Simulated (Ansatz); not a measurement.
# Antifluorite Mg₂Ge

Method: PBE0+SOC (Ansatz, a program for electronic structure, plane waves, PAW).

Run with plane-wave cutoff 460 eV, 6×6×6 k mesh, Fermi–Dirac smearing 0.01 eV, PAW data made under PBE.

Cell: measured lattice: a = b = c = 6.385 Å, α = β = γ = 90.00°.

* **band gap**: 1.04 eV (on the SCF k mesh) (indirect)
* **smallest direct gap on the k points sampled**: 2.20 eV

Measured, for comparison: band gap 0.74 eV (temperature not stated, not corrected to a static lattice, indirect, Γ–X; as tabulated in Ryu et al. (2019), arXiv:1905.06140). Computed (rounded) less measured: band gap +0.30 eV.

Note: cell and atoms aren't relaxed at this level (pressure -0.2 GPa).

Computed values are for the static lattice.
